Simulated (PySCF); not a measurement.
Species: C₄H₆N₂.
Cartesian coordinates in Å at the GFN2-xTB level; atoms count from 1:
```xyz
12
C4H6N2 angstrom
C      2.9595    0.4154   -0.5872
C      1.9442    0.3672    0.0440
C      0.7020    0.2581    0.7882
N     -0.3416   -0.3038   -0.0342
N     -1.5709    0.1646    0.1133
C     -2.5671   -0.4351   -0.3842
H      3.8543    0.4815   -1.1308
H      0.3616    1.2517    1.0940
H      0.8827   -0.3454    1.6936
H     -0.1902   -1.2333   -0.4237
H     -2.5016   -1.3797   -0.9272
H     -3.5317    0.0231   -0.2718
```

The closed-shell ground state was solved at several levels (PySCF, density fitting, gas phase, non-relativistic).

| level | basis functions | HOMO (eV) | LUMO (eV) | gap (eV) | dipole (D) |
| --- | --- | --- | --- | --- | --- |
| B3LYP/pcJ-1 | 222 | -6.14 | 0.08 | 6.22 | 1.59 |
| PBE0/pcSseg-1 | 132 | -6.37 | 0.33 | 6.70 | 1.63 |

(1) What might wB97X-D/def2-SVPD (168 basis functions) give for the same quantities?

(2) Over all these levels, which gives the widest orbital gap and which the narrowest?

(3) How far do the dipole and the HOMO energy spread over the levels?

Results:

(1) HOMO -8.25 eV, LUMO 1.95 eV, gap 10.20 eV, dipole 1.64 D.

(2) wB97X-D/def2-SVPD (range-separated hybrid) has the widest, 10.20 eV, and B3LYP/pcJ-1 (global hybrid, 20 % exact exchange) the narrowest, 6.22 eV. Functional and basis both differ between the two, so the spread mixes both effects.

(3) The dipole runs from 1.59 to 1.64 D (mean 1.62 D) and the HOMO from -8.25 to -6.14 eV.

One conformer stands for the species.
